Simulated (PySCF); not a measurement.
# Reproducing measurements on C2H3F

**Measured values to compare with.**

From NIST CCCBDB Release 22 (SRD 101), experimental dipoles, for the gas: dipole moment (microwave Stark effect) 1.43 D.

The runs below try to reproduce these values; the comparison stands at the end.

Compound: C2H3F.
Atom-mapped SMILES: `[CH2:1]=[CH:2][F:3]` (hydrogens: H4, H5 on C1; H6 on C2)

Cartesian coordinates in Å at the PBE0-D3(BJ)/def2-SVP level; atoms count from 1:
```xyz
6
C2H3F angstrom
C     -0.678   -0.133    0.077
C      0.608    0.149   -0.079
F      1.523   -0.779   -0.339
H     -1.046   -1.158    0.001
H     -1.384    0.671    0.286
H      1.041    1.153   -0.015
```

The PySCF runs (gas phase, on this PBE0-D3(BJ)/def2-SVP geometry; no spin–orbit coupling):

```
                             level                                                           job  basis functions  wall time
PBE0-D3(BJ)/def2-SVP, grid level 1  geometry optimisation from an MMFF94s start shaken at random               57      5.8 s
                       B3LYP/pcJ-1                   spin–spin couplings from 6 perturbed nuclei              111      4.2 s
```

Hardware: an Arm Neoverse V1 with one thread, no GPU, shared host.

Results beside the measurements:

**Dipole moment.** Measured: 1.43 D (NIST CCCBDB Release 22 (SRD 101), experimental dipoles).

```tsv
level	computed (D)	computed − measured (D)	% (from the printed values)
PBE0-D3(BJ)/def2-SVP	1.26	-0.17	-12
B3LYP/pcJ-1	1.35	-0.08	-6
```

Closest is B3LYP/pcJ-1 (-0.08 D), furthest PBE0-D3(BJ)/def2-SVP (-0.17 D); one molecule doesn't rank methods. The computed dipoles belong to one fixed geometry; measured ones are averaged over vibrations unless marked μe. Magnitudes are compared, not signs.

No measured geometry was used, and the causes of the misses weren't examined.
